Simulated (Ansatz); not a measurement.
# CHClSi (quintet): wave-function methods side by side, cc-pVDZ

How much of the correlation energy of CHClSi (quintet) does each wave-function method recover here?

The runs use Ansatz 0.2.0, Gaussian basis; cc-pVDZ, core rule «outside noble gas», up to 11 orbitals frozen.

The runs, in order: UHF; CCSD(T) on ROHF; CCSD(T) on UHF; BCCD(T) on ROHF; CISD; CCSDT(Q) on ROHF; CCSDT(Q) on UHF; CASSCF and NEVPT2, 16 electrons in 13 orbitals.

6 further runs of the same task are left out: 6 set aside as unsound or not needed.

**1. The geometry**

The geometry is a PBE0/def2-TZVP stationary point (not a proven minimum) of the parent state, kept for this charge and spin.

4 atoms, charge 0, spin multiplicity 5.

Atoms are counted from 1 here; the program's logs count them from 0.

Bond lengths: C1–Si2 1.812 Å, Si2–Cl3 2.036 Å, Si2–H4 1.488 Å. Angles: C1–Si2–Cl3 127.6°, C1–Si2–H4 126.8°, Cl3–Si2–H4 105.6°.

**2. UHF**

File in.yaml:

```yaml
crystal:
  periodic: [false, false, false]
  atoms:
    - {symbol: C, position_ang: [0.000000, -0.661351, 2.137401]}
    - {symbol: Si, position_ang: [0.000000, 0.410202, 0.676792]}
    - {symbol: Cl, position_ang: [0.000000, -0.154873, -1.279129]}
    - {symbol: H, position_ang: [0.000000, 1.898181, 0.663966]}
basis:
  gaussian: {orbitals: cc-pVDZ}
magnetization: {spin_polarized: true, initial_magnetization: 4}
hamiltonian: {xc: hf}
output: {orbitals: {seedname: orbitals}}
```

Launch:

```console
$ ansatz run in.yaml --threads 1 --pin off --events-out ev --progress --plain --max-ram 4096MiB --backend cpu
```

After this run come: CCSD(T) on ROHF; CCSD(T) on UHF; BCCD(T) on ROHF; CISD; CCSDT(Q) on ROHF; CCSDT(Q) on UHF; CASSCF and NEVPT2, 16 electrons in 13 orbitals.

Q: Predict the results of all the runs planned. Wanted: UCCSDT(Q) below the RHF energy; RMP2 from UCCSDT(Q); UMP2 from UCCSDT(Q); RCCSD from UCCSDT(Q); RCCSD(T) from UCCSDT(Q); UCCSD(T) from UCCSDT(Q); RCCSDT(Q) from UCCSDT(Q); NEVPT2 valence from UCCSDT(Q); T1 diagnostic.

As calculated:

| quantity | value |
| --- | --- |
| UCCSDT(Q) below the RHF energy | -8.6751 eV |
| RMP2 from UCCSDT(Q) | +1340.9 meV |
| UMP2 from UCCSDT(Q) | +1357.6 meV |
| RCCSD from UCCSDT(Q) | +263.1 meV |
| RCCSD(T) from UCCSDT(Q) | +51.4 meV |
| UCCSD(T) from UCCSDT(Q) | +50.9 meV |
| RCCSDT(Q) from UCCSDT(Q) | +2.0 meV |
| NEVPT2 valence from UCCSDT(Q) | +1607.0 meV |
| levels within 1 kcal/mol (43 meV) | RCCSDT, UCCSDT, RCCSDT(Q) |
| T1 diagnostic | 0.020 |
| effectively unpaired electrons | 4.02 |

**Reading.** RCCSD(T) lands +51.4 meV from the yardstick (0.6 % of the correlation energy). One determinant dominates. These misses are within one basis, not against nature; the frozen cores of restricted and unrestricted runs differ, which can shift their rows.
